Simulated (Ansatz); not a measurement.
## A ladder of methods for BHClO (SMILES O[B]Cl)

The species is BHClO (4 atoms), meant as a doublet with charge 0. SMILES: `O[B]Cl`. Geometry: relaxed at PBE0-D4/def2-TZVP.

| atom | x (Å) | y (Å) | z (Å) |
| --- | --- | --- | --- |
| O | 0.5456 | 0.1911 | -0.5893 |
| B | -0.4299 | 0.0656 | 0.3126 |
| Cl | -0.5572 | -1.3232 | 1.3529 |
| H | 0.4970 | 1.0062 | -1.0965 |

Each level gives the energy change with the O1–H4 bond stretched from 0.961 to 1.442 Å (eV). The values are calculated.

```tsv
level	kind	program	value (eV)	less FCI/STO-3G
UBLYP/STO-3G	GGA	Ansatz	1.47	-0.29
U-r2SCAN/STO-3G	meta-GGA	Ansatz	1.90	+0.14
UBHLYP/STO-3G	global hybrid	Ansatz	2.40	+0.64
U-wB97X/STO-3G	range-separated hybrid	Ansatz	2.22	+0.46
UB2PLYP/STO-3G	double hybrid	Ansatz	2.13	+0.37
RPA@PBE/STO-3G	RPA	Ansatz	1.72	-0.04
UCCSDT(Q)/STO-3G	coupled cluster or CI	Ansatz	1.76	0.00
UCCSDT/STO-3G	coupled cluster or CI	Ansatz	1.77	+0.01
FCI/STO-3G	exact in the basis	Ansatz	1.76	0.00
```

FCI/STO-3G is exact within its basis and frozen core, so for wave-function methods in that basis the difference is their error; functionals converge differently with the basis, so for them it is only a difference. The first shape isn't each level's own minimum. The values span 1.47 to 2.40 eV. Spin contamination of the reference (⟨S²⟩ at least 0.1 too high) touches UBHLYP/STO-3G, UB2PLYP/STO-3G, UCCSDT(Q)/STO-3G, UCCSDT/STO-3G. All rows use very small basis sets, so none should be taken for the real molecule's value.
